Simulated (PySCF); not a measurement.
## C4H10O: calculation against experiment

**The experiment to reproduce.**

NIST CCCBDB Release 22 (SRD 101), experimental polarizabilities lists, for the gas: mean polarisability 8.86 Å³.

How close the calculation comes is told at the end.

Species: C4H10O.
Numbering: `[CH3:1][CH2:2][CH2:3][O:4][CH3:5]` (hydrogens: H6, H7, H8 on C1; H9, H10 on C2; H11, H12 on C3; H13, H14, H15 on C5)

Cartesian coordinates in Å at the GFN2-xTB level; atoms count from 1:
```xyz
15
C4H10O angstrom
C     -2.2706    0.0123    0.4112
C     -1.0750   -0.4824   -0.3917
C      0.2264    0.1285    0.1135
O      1.2957   -0.3587   -0.6653
C      2.5382    0.1527   -0.2665
H     -3.1886   -0.4346    0.0384
H     -2.3593    1.0941    0.3372
H     -2.1614   -0.2505    1.4613
H     -1.1940   -0.2225   -1.4444
H     -0.9974   -1.5685   -0.3246
H      0.3828   -0.1347    1.1728
H      0.1819    1.2283    0.0452
H      3.2844   -0.2853   -0.9259
H      2.7656   -0.1175    0.7732
H      2.5670    1.2468   -0.3564
```

Runs made with PySCF (gas phase, on this GFN2-xTB geometry; no spin–orbit coupling):

```json
{"level": "CAM-B3LYP/def2-SVPD", "job": "8 singlets by full TDDFT, 3 Tamm–Dancoff triplets, polarisability", "basis functions": "183", "wall time": "38 s"}
```

Hardware: x86-64 server, one thread, on a shared host.

## Comparison

**Mean polarisability.** Measured: 8.86 Å³ (NIST CCCBDB Release 22 (SRD 101), experimental polarizabilities).

```tsv
level	computed (Å³)	computed − measured (Å³)	% (from the printed values)
CAM-B3LYP/def2-SVPD	8.39	-0.47	-5
```

The computed values are static and purely electronic, with core orbitals frozen in the response (1 au = 0.148185 Å³). The table of measured values doesn't say here whether a value is static or optical, or holds a vibrational part. The measurement averages over conformers, the calculation has one.

No measured geometry was used, and the causes of the misses weren't examined.
